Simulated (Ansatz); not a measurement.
# CHB (quintet): from Hartree-Fock to the top rungs, def2-TZVPP

An exercise on one series of results from a longer session: the logs are not shown, and one member is left open.

Method: def2-TZVPP, core rule «outside noble gas», up to 2 orbitals frozen; program: Ansatz 0.2.0, Gaussian basis.

The runs, in order: UHF; ROHF; CCSD(T) on UHF.

2 further runs of the same task are left out: 2 set aside as unsound or not needed.

### The geometry

The geometry is a PBE0/def2-TZVP stationary point (not a proven minimum) of the parent state, kept for this charge and spin.

3 atoms, charge 0, spin multiplicity 5.

Atoms are counted from 1 here; the program's logs count them from 0.

Bond lengths: B1–C2 1.449 Å, B1–H3 1.179 Å. Angles: C2–B1–H3 180.0°.

As a file:

```
B     0.00000    0.00000    0.09007
C     0.00000    0.00000   -1.35885
H     0.00000    0.00000    1.26878
```

Set-up of the first run:

in.yaml reads:

```yaml
crystal:
  periodic: [false, false, false]
  atoms:
    - {symbol: B, position_ang: [0.000000, 0.000000, 0.090069]}
    - {symbol: C, position_ang: [0.000000, 0.000000, -1.358850]}
    - {symbol: H, position_ang: [0.000000, 0.000000, 1.268781]}
basis:
  gaussian: {orbitals: def2-TZVPP}
magnetization: {spin_polarized: true, initial_magnetization: 4}
hamiltonian: {xc: hf}
output: {orbitals: {seedname: orbitals}}
```

Command:

```console
ansatz run in.yaml --threads 1 --pin off --events-out ev --progress --plain --max-ram 4096MiB --backend cpu
```

Among the steps run: UHF; ROHF; CCSD(T) on UHF.

One table of the session follows, with a row left open; its other results are not shown here.

It belongs to the step «Misses and costs». 

| method | from UCCSD(T) (kJ/mol) |
| --- | --- |
| ROHF | +460.6 |
| UHF | +448.8 |
| UMP2 | ? |
| UCCSD | +13.9 |
| UCCSD(T) | 0 |

Estimate the missing values for UMP2.

As computed: from UCCSD(T) (kJ/mol): +85.4. In the column «from UCCSD(T) (kJ/mol)» it lies between UCCSD (+13.9) and UHF (+448.8).
